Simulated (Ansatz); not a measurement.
The input, for Ansatz 0.2.0:

```yaml
crystal:
  periodic: [false, false, false]
  atoms:
    - {symbol: Al, position_ang: [0.031918, 0.000000, 1.749608]}
    - {symbol: As, position_ang: [-0.038462, 0.000000, -0.678270]}
    - {symbol: H, position_ang: [-0.000011, 1.377251, 2.537113]}
    - {symbol: H, position_ang: [-0.000011, -1.377251, 2.537113]}
    - {symbol: H, position_ang: [1.002266, 1.108594, -0.746352]}
    - {symbol: H, position_ang: [1.002266, -1.108594, -0.746352]}
basis:
  gaussian: {orbitals: cc-pVDZ}
hamiltonian: {xc: {name: PBE-QIDH}}
correlation: {electrons: outside_noble_gas}
```

```sh
$ ansatz run in.yaml --threads 1 --pin off --events-out ev --progress --plain --max-ram 4096MiB --backend cpu
```

Log:

```
681 factors; integrals over basis functions are off by at most 1.2e-3 eV
mean field evaluation 1: about -67476.4677 eV, gradient 8.2e0 eV
mean field evaluation 2: about -67476.4687 eV, gradient 8.1e0 eV
mean field evaluation 4: about -67476.8155 eV, gradient 1.0e0 eV
mean field evaluation 8: about -67476.8207 eV, gradient 7.3e-3 eV
mean field evaluation 16: about -67476.8207 eV, gradient 5.1e-6 eV
mean field -67476.82065521 eV, -2479.7274216470 hartree, gradient 5.1e-6 eV, S^2 0.000000; 0 other end points of the search recorded, 0 dependent functions left out
19 core orbitals not correlated: weight in the atoms' cores, before any rotation towards them, 1.000 or more for the frozen orbitals, at most 0.000 for the correlated occupied ones
reference -67476.82066700 eV, -2479.7274220806 hartree; 6, 6 occupied and 40, 40 virtual orbitals, 681 factors
second order -5.72546843 eV of doubles, -0.00000000 eV of singles
Total energy: -67478.72915648 eV, -2479.7975577752 hartree
```

Ran on 1 thread of AMD EPYC 7R13, shared host: 1.8 s wall, 0.13 GiB peak host memory.
